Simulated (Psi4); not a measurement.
**Worked example: ideal-gas entropy of BNH6 (SMILES [BH3-][NH3+])**

A singlet with charge 0, relaxed at PBE-D3(BJ)/def2-SVP (density fitting) (Psi4 1.11):

```xyz
8

B    -0.1921    0.2519   -0.7786
N     0.2068   -0.2555    0.7330
H    -0.0777   -0.7424   -1.4971
H    -1.3521    0.6578   -0.6907
H     0.6159    1.1422   -1.0475
H     0.1419    0.5110    1.4177
H     1.1703   -0.6179    0.7674
H    -0.4169   -1.0092    1.0550
```

Harmonic wavenumbers in cm⁻¹: 282, 633, 633, 685, 1028, 1029, 1118, 1118, 1129, 1258, 1581, 1581, 2367, 2446, 2446, 3373, 3484, 3485.

Masses in u: B 10.81, N 14.007, H 1.008. Take T = 298.15 K, p = 1 bar, R = 8.3145 J/(mol K), kT/hc = 207.22 cm⁻¹, rigid rotor and harmonic oscillator.

Compute the standard molar entropy.


1. Translation (Sackur–Tetrode): S = R[3/2 ln M + 5/2 ln T − 1.1517] with M = 30.865 gives 151.6 J/(mol K).
2. Rotation: principal moments 7.046, 28.366, 28.366 u Å² give A, B, C = 2.3926, 0.5943, 0.5943 cm⁻¹; the symmetry number is σ = 3; q = (√π/σ)√((kT/hc)³/ABC) = 1917; S = R(ln q + 3/2) = 75.3.
3. Vibration: with u = ν̃/207.22, each mode gives R[u/(eᵘ − 1) − ln(1 − e⁻ᵘ)]; the sum is 12.7, most from 282 cm⁻¹ (6.4), 633 cm⁻¹ (1.7), 633 cm⁻¹ (1.7).
4. Spin: R ln 1 = 0.0.
5. Sum: 151.6 + 75.3 + 12.7 + 0.0 = 239.6 J/(mol K).

No measured value is set beside it here. Where a soft mode is a torsion, a harmonic oscillator describes it poorly.
